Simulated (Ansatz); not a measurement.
# C3H9S+: small, medium and large basis sets

An exercise on one series of results from a longer session: the logs are not shown, and one member is left open.

Program: Ansatz 0.2.0, Gaussian basis. Level of theory: one geometry, several basis sets. These are calculated values, not measurements.

The runs, in order: PBE0-D4/def2-SVP; ωB97M-V/def2-SVP; PBE0-D4/def2-QZVPP; ωB97M-V/def2-QZVPP; CCSD(T)/cc-pV(D+d)Z; CCSD(T)/cc-pV(T+d)Z; CCSD(T)/cc-pV(Q+d)Z; the functionals' def2-TZVPP values are taken from earlier runs.

## Structure used throughout

All runs share one geometry, relaxed beforehand with PBE0-D4 in a triple-zeta def2 set.

SMILES `C[S+](C)C`, 13 atoms, charge 1, spin multiplicity 1.

Atoms are counted from 1 here; the program's logs count them from 0.

Bond lengths: C1–S2 1.785 Å, C1–H5 1.090 Å, C1–H6 1.090 Å, C1–H7 1.090 Å, S2–C3 1.785 Å, S2–C4 1.785 Å, C3–H8 1.090 Å, C3–H9 1.090 Å, C3–H10 1.090 Å, C4–H11 1.090 Å, C4–H12 1.090 Å, C4–H13 1.090 Å. Angles: S2–C1–H5 107.4°, S2–C1–H6 110.6°, S2–C1–H7 107.4°, H5–C1–H6 111.1°, H5–C1–H7 109.2°, H6–C1–H7 111.1°, C1–S2–C3 102.7°, C1–S2–C4 102.7°, C3–S2–C4 102.7°, S2–C3–H8 110.6°, S2–C3–H9 107.4°, S2–C3–H10 107.4°, H8–C3–H9 111.1°, H8–C3–H10 111.1°, H9–C3–H10 109.2°, S2–C4–H11 107.4°, S2–C4–H12 110.6°, S2–C4–H13 107.4° and more.

Set-up of the first run:

Contents of in.yaml:

```yaml
crystal:
  periodic: [false, false, false]
  atoms:
    - {symbol: C, position_ang: [-0.463106, 1.361116, -0.724811]}
    - {symbol: S, position_ang: [0.438611, -0.177669, -0.648021]}
    - {symbol: C, position_ang: [1.347737, -0.023796, 0.880587]}
    - {symbol: C, position_ang: [-0.834097, -1.357783, -0.230438]}
    - {symbol: H, position_ang: [0.265201, 2.157341, -0.880850]}
    - {symbol: H, position_ang: [-1.028082, 1.521439, 0.193215]}
    - {symbol: H, position_ang: [-1.126201, 1.306671, -1.588579]}
    - {symbol: H, position_ang: [0.676113, 0.217017, 1.704364]}
    - {symbol: H, position_ang: [1.855702, -0.972866, 1.053764]}
    - {symbol: H, position_ang: [2.091364, 0.760899, 0.739072]}
    - {symbol: H, position_ang: [-0.345472, -2.318532, -0.066237]}
    - {symbol: H, position_ang: [-1.377830, -1.037954, 0.658236]}
    - {symbol: H, position_ang: [-1.499921, -1.435872, -1.090283]}
basis:
  gaussian: {orbitals: def2-SVP}
total_charge: 1
hamiltonian: {xc: pbe0, dispersion: d4}
output: {orbitals: {seedname: orbitals}}
```

Launch:

```sh
$ ansatz run in.yaml --threads 2 --pin off --events-out ev --progress --plain --max-ram 32768MiB --backend cpu
```

Steps of the session up to this table: PBE0-D4 in def2-SVP; ωB97M-V in def2-SVP; PBE0-D4 in def2-QZVPP; ωB97M-V in def2-QZVPP.

One of the session's tables, all rows but one given; the rest of the session is left out.

It belongs to the step «Functionals by basis». 

| functional | basis | HOMO (eV) | LUMO (eV) |
| --- | --- | --- | --- |
| PBE0-D4 | def2-SVP | -14.34 | -4.28 |
| PBE0-D4 | def2-TZVPP | -14.22 | -4.59 |
| PBE0-D4 | def2-QZVPP | -14.22 | -4.64 |
| ωB97M-V | def2-SVP | -16.57 | -2.11 |
| ωB97M-V | def2-TZVPP | ? | ? |
| ωB97M-V | def2-QZVPP | -16.45 | -2.70 |

Q: Estimate the row for ωB97M-V, def2-TZVPP from the others.

As computed: HOMO (eV): -16.46; LUMO (eV): -2.52. In the column «HOMO (eV)» it lies between ωB97M-V, def2-SVP (-16.57) and ωB97M-V, def2-QZVPP (-16.45).
